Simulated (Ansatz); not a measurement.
Cost and result for the atomization energy of C3H3NO (`OC1=CC=N1`) (8 atoms, 8 bonds).

The species carries charge 0 and has multiplicity 1. The geometry is a stationary point of PBE0-D4/def2-TZVP. It is one conformer, not always the lowest. Program: Ansatz. All runs use 2 threads of an Arm Neoverse V1 on a shared host. Times are those of one run each, without the atoms' runs, and a repeat can differ threefold. Electronic energies, without spin–orbit coupling; frozen cores. CCSD(T)/CBS adds CCSD(T) − MP2 in def2-TZVPP to the MP2 limit, and its time is that of the two runs behind it. T1 = 0.025; the RHF reference is unstable towards UHF. HSE06 is the plane-wave form, built on full-range PBE exchange.

CCSD(T)/CBS is a level of theory with its own doubt, some kJ/mol a heavy atom from the limit and from the frozen cores, so smaller differences don't rank the functionals.

```tsv
level	functions	wall time
LDA (SPW92)/def2-TZVPP	197	1.3 s
revPBE-D4/def2-TZVPP	197	2.2 s
BLYP-D4/def2-TZVPP	197	2.3 s
PBE-D4/def2-TZVPP (with forces)	197	2.7 s
BHLYP-D4/def2-TZVPP	197	3 s
HSE06-D4/def2-TZVPP	197	3.2 s
CCSD(T)/def2-SVP	85	4.1 s
r2SCANh-D4/def2-TZVPP	197	4.9 s
r2SCAN-D4/def2-TZVPP (with forces)	197	5 s
ωB97X-V/def2-TZVPP	197	8.5 s
MP2/def2-QZVPP	375	23 s
CCSD(T)/def2-TZVPP	197	85 s
CCSD(T)/CBS(def2)	–	110 s
```

Question: What atomization energy does each give, and how far from CCSD(T)/CBS? (Estimate.)

Answer: The calculation gave: 
```json
{"level": "LDA (SPW92)/def2-TZVPP", "atomization (kcal/mol)": "972.5", "difference from CCSD(T)/CBS": "166.4", "per bond": "20.8"}
{"level": "revPBE-D4/def2-TZVPP", "atomization (kcal/mol)": "824.7", "difference from CCSD(T)/CBS": "18.6", "per bond": "2.3"}
{"level": "BLYP-D4/def2-TZVPP", "atomization (kcal/mol)": "819.7", "difference from CCSD(T)/CBS": "13.6", "per bond": "1.7"}
{"level": "PBE-D4/def2-TZVPP (with forces)", "atomization (kcal/mol)": "854.2", "difference from CCSD(T)/CBS": "48.1", "per bond": "6.0"}
{"level": "BHLYP-D4/def2-TZVPP", "atomization (kcal/mol)": "763.1", "difference from CCSD(T)/CBS": "-43.0", "per bond": "-5.4"}
{"level": "HSE06-D4/def2-TZVPP", "atomization (kcal/mol)": "821.9", "difference from CCSD(T)/CBS": "15.8", "per bond": "2.0"}
{"level": "CCSD(T)/def2-SVP", "atomization (kcal/mol)": "761.0", "difference from CCSD(T)/CBS": "-45.1", "per bond": "-5.6"}
{"level": "r2SCANh-D4/def2-TZVPP", "atomization (kcal/mol)": "801.2", "difference from CCSD(T)/CBS": "-4.9", "per bond": "-0.6"}
{"level": "r2SCAN-D4/def2-TZVPP (with forces)", "atomization (kcal/mol)": "811.2", "difference from CCSD(T)/CBS": "5.1", "per bond": "0.6"}
{"level": "ωB97X-V/def2-TZVPP", "atomization (kcal/mol)": "810.6", "difference from CCSD(T)/CBS": "4.5", "per bond": "0.6"}
{"level": "MP2/def2-QZVPP", "atomization (kcal/mol)": "822.6", "difference from CCSD(T)/CBS": "16.5", "per bond": "2.1"}
{"level": "CCSD(T)/def2-TZVPP", "atomization (kcal/mol)": "779.6", "difference from CCSD(T)/CBS": "-26.5", "per bond": "-3.3"}
{"level": "CCSD(T)/CBS(def2)", "atomization (kcal/mol)": "806.1", "difference from CCSD(T)/CBS": "0.0", "per bond": "0.0"}
```

From PBE to PBE0 (25 % exact exchange), in def2-TZVPP and without D4, the atomization energy moves by −32.8 kcal/mol: exact exchange takes away binding that semilocal exchange gives to molecules. The D4 term adds +5.2 kcal/mol with B3LYP and +2.6 kcal/mol with PBE0; it sums over pairs of atoms, weighted by their polarisabilities, and B3LYP, whose exchange is more repulsive, gets the larger term. At CCSD(T), def2-SVP lies −45.1 kcal/mol from the extrapolated value and def2-TZVPP −26.4 kcal/mol: correlation converges slowly with the basis, and small sets miss more of it in the bonded molecule than in its fragments.

B3LYP here is the variant with VWN-RPA as its local correlation; programs differ in this.
